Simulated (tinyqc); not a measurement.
Worked calculation: G0W0 on RHF in the sto-3g basis, for H2O, spin multiplicity 1. One step of it, computed by the program tinyqc.

Question. Iteration 8 (converged): orbitals. Diagonalise F' = X^T F X, C = X C', fill 5 alpha and 5 beta electrons from the bottom; D = 2 C_occ C_occ^T. Each column has its largest component positive (the first on a tie).

converged F (hartree), lower triangle:
```
             1O 1s      1O 2s     1O 2px     1O 2py     1O 2pz      2H 1s      3H 1s
1O 1s   -20.274392
1O 2s    -5.166109  -2.400629
1O 2px    0.000000   0.000000  -0.392147
1O 2py   -0.000871  -0.007674   0.000000  -0.198620
1O 2pz   -0.023025  -0.052447   0.000000  -0.010129  -0.237569
2H 1s    -0.731323  -0.715148   0.000000  -0.331893  -0.318409  -0.365697
3H 1s    -0.644062  -0.651550   0.000000   0.314731  -0.303815  -0.205324  -0.325474
```

X:
```
                1          2          3         4          5          6         7
1O 1s   -0.369376   0.079124   0.711725  0.000000   0.615754  -0.013150  0.192166
1O 2s    0.958801  -0.152077  -0.300435  0.000000   0.326135  -0.015939  0.450325
1O 2px   0.000000   0.000000   0.000000  1.000000   0.000000   0.000000  0.000000
1O 2py   0.148451   0.794748  -0.005343  0.000000  -0.002134   0.702015  0.019569
1O 2pz   0.466968  -0.069911   0.675368  0.000000  -0.601489  -0.007907  0.227558
2H 1s   -0.742105  -0.618301  -0.191349  0.000000  -0.159863   0.370512  0.404523
3H 1s   -0.454207   0.812718  -0.207763  0.000000  -0.170196  -0.406997  0.373749
```

Give: F' = X^T F X; orbital energies; coefficients C; D after iteration 8.

Answer.

F' = X^T F X (hartree), lower triangle:
```
         1        2        3        4        5        6        7
1  -0.4711
2   0.2440   0.4239
3   2.5026  -0.6307  -8.0367
4   0.0000   0.0000   0.0000  -0.3921
5   2.1400  -0.5802  -8.5083   0.0000  -9.7932
6  -0.0271   0.1055   0.2024   0.0000   0.2331  -0.4985
7   0.7119  -0.2181  -3.9578   0.0000  -4.5848   0.1095  -3.1194
```

orbital energies (hartree): MO1 -20.2824, MO2 -1.1880, MO3 -0.5030, MO4 -0.4332, MO5 -0.3921, MO6 0.4130, MO7 0.4986

coefficients C:
```
            MO1      MO2      MO3      MO4     MO5      MO6      MO7
1O 1s    0.9946  -0.2434   0.0136   0.0863  0.0000   0.0934  -0.0262
1O 2s    0.0230   0.9156  -0.0698  -0.4364  0.0000  -0.5321   0.1575
1O 2px   0.0000   0.0000   0.0000   0.0000  1.0000   0.0000   0.0000
1O 2py   0.0002   0.0081   0.6188  -0.0637  0.0000   0.1986   0.8487
1O 2pz   0.0026   0.0654   0.0754   0.7148  0.0000  -0.7339   0.1821
2H 1s   -0.0041   0.1383   0.4859   0.3087  0.0000   0.4917  -0.8389
3H 1s   -0.0036   0.1235  -0.4219   0.4101  0.0000   0.7908   0.5074
```

D after iteration 8, lower triangle:
```
          1O 1s    1O 2s  1O 2px   1O 2py  1O 2pz    2H 1s   3H 1s
1O 1s    2.1122
1O 2s   -0.4773   2.0684
1O 2px   0.0000   0.0000  2.0000
1O 2py   0.0023  -0.0160  0.0000   0.7741
1O 2pz   0.0989  -0.5145  0.0000   0.0032  1.0419
2H 1s   -0.0089  -0.0842  0.0000   0.5643  0.5327   0.7012
3H 1s   -0.0080  -0.0731  0.0000  -0.5724  0.5388  -0.1226  0.7228
```
